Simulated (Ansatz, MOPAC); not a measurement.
Reaction (SMILES): Cl[SiH2][SiH2]Cl [chloro(chlorosilyl)silane] + 3 [H][H] (H2) -> 2 Cl (HCl) + 2 [SiH4] (SiH4)

Wanted: energy of full hydrogenation (enthalpy at 298 K), in kcal/mol. Set-up: 6-31G* and kin with 6d, 5d where marked; dispersion terms only where a functional's name holds one; no spin-orbit coupling; valence correlation only; non-relativistic. CBS(X,Y): correlation extrapolated as X^-3; Hartree-Fock from the larger set. Ab initio and DFT rows: single points at B3LYP-D3(BJ) geometries (Ansatz, a first-principles code), with unscaled harmonic terms from B3LYP/6-31G* (Ansatz) at its own minima. Semi-empirical rows: MOPAC heats of formation at their own minima for 298 K.

| species | coefficient | E at B3LYP/6-31G* (Ansatz), Eh | E at B3LYP/def2-TZVPD (Ansatz), Eh | H(298 K) - E, kcal/mol | heat of formation at PM6 (MOPAC), kcal/mol |
|---|---|---|---|---|---|
| Cl[SiH2][SiH2]Cl | -1 | -1501.87620 | -1502.00517 | 28.74 | -59.97 |
| [H][H] (H2) | -3 | -1.17549 | -1.17969 | 8.44 | -25.73 |
| Cl (HCl) | +2 | -460.79566 | -460.83688 | 6.28 | -32.00 |
| [SiH4] (SiH4) | +2 | -291.88365 | -291.91659 | 22.18 | 7.15 |

Coupled cluster (Ansatz) is a level with limits of its own, used here on species with T1 under 0.025 (0.045 for open shells) and stable references: CCSD(T)/CBS(cc-pV(T+d)Z,cc-pV(Q+d)Z). Value to compare with, CCSD(T)/CBS(cc-pV(T+d)Z,cc-pV(Q+d)Z) (Ansatz): 32.9 kcal/mol. 1 Eh = 627.5095 kcal/mol.

Compute it at each level from the table, and compare with CCSD(T)/CBS(cc-pV(T+d)Z,cc-pV(Q+d)Z) (Ansatz).


- B3LYP/6-31G*: the sum of coefficient times E is 0.04405 Eh, or 27.64 kcal/mol; the thermal terms add 2.86. Result: 30.5 kcal/mol. Its difference against CCSD(T)/CBS(cc-pV(T+d)Z,cc-pV(Q+d)Z) (Ansatz) is -2.4 kcal/mol.
- B3LYP/def2-TZVPD: the sum of coefficient times E is 0.03730 Eh, or 23.41 kcal/mol; the thermal terms add 2.86. Result: 26.3 kcal/mol. Its difference against CCSD(T)/CBS(cc-pV(T+d)Z,cc-pV(Q+d)Z) (Ansatz) is -6.6 kcal/mol.
- PM6: the sum of coefficient times heat of formation is 87.46 kcal/mol; it needs no thermal term. Its difference against CCSD(T)/CBS(cc-pV(T+d)Z,cc-pV(Q+d)Z) (Ansatz) is 54.6 kcal/mol.
